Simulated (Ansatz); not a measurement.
**Counterpoise correction, worked out**

The pair of NH4⁺ (SMILES [NH4+], atoms 1–5) and CH3F (SMILES CF, atoms 6–10), both closed shells, in one local arrangement (a lower one may exist), relaxed at PBE0-D4/def2-TZVP:

| atom | x (Å) | y (Å) | z (Å) |
| --- | --- | --- | --- |
| N1 | -0.0418 | 0.0392 | -1.9434 |
| H2 | -0.7627 | -0.5926 | -2.2962 |
| H3 | -0.0487 | 0.0205 | -0.8997 |
| H4 | -0.2380 | 0.9863 | -2.2709 |
| H5 | 0.8682 | -0.2582 | -2.2976 |
| C6 | 0.0780 | -0.0409 | 2.0243 |
| F7 | -0.4149 | -0.0107 | 0.6936 |
| H8 | 0.6885 | 0.8478 | 2.1702 |
| H9 | 0.6607 | -0.9526 | 2.1394 |
| H10 | -0.7893 | -0.0388 | 2.6801 |

Ansatz 0.2.0; basis: def2-TZVPPD; cores frozen in the correlated methods.

MP2 total energies in eV:

| system | geometry | basis functions | energy |
| --- | --- | --- | --- |
| pair | pair | all | -5343.18756 |
| NH4⁺ | as in the pair | all (partner as ghosts) | -1545.46535 |
| CH3F | as in the pair | all (partner as ghosts) | -3797.02743 |
| NH4⁺ | as in the pair | its own | -1545.46014 |
| CH3F | as in the pair | its own | -3797.00858 |
| NH4⁺ | free (PBE0-D4 minimum) | its own | -1545.47113 |
| CH3F | free (PBE0-D4 minimum) | its own | -3797.02361 |

Problem. Work out the interaction energy with and without the counterpoise correction, the superposition error, and the binding energy from the relaxed fragments.

Solution. Without correction: -5343.18756 − (-1545.46014) − (-3797.00858) = -0.71884 eV.
With correction (each fragment in the whole basis): -5343.18756 − (-1545.46535) − (-3797.02743) = -0.69478 eV = -16.02 kcal/mol.
The superposition error is the difference, 0.02406 eV, 3 % of the uncorrected value: each fragment borrows its partner's functions.
Deformation from the free shapes: 0.01099 eV for NH4⁺ and 0.01503 eV for CH3F.
Binding energy from relaxed fragments: -0.69478 + 0.01099 + 0.01503 = -0.66876 eV = -15.42 kcal/mol (electronic, without zero-point energy; negative means bound). For comparison, the corrected interaction energy by CCSD(T) at an estimated basis limit (MP2 extrapolated from triple and quadruple zeta, plus CCSD(T) − MP2 in triple zeta) is -0.719 eV.

The T1 diagnostic stays at or below 0.011.

For scale, one of the runs: CCSD(T)/def2-TZVPPD, 233 basis functions, launched by `ansatz run in.yaml --threads 4 --pin off --events-out ev --progress --plain --max-ram 9574MiB`. The run took 53 s on 4 CPU threads of an Arm Neoverse V2 (shared host), with 4.3 GiB of host memory at its peak.
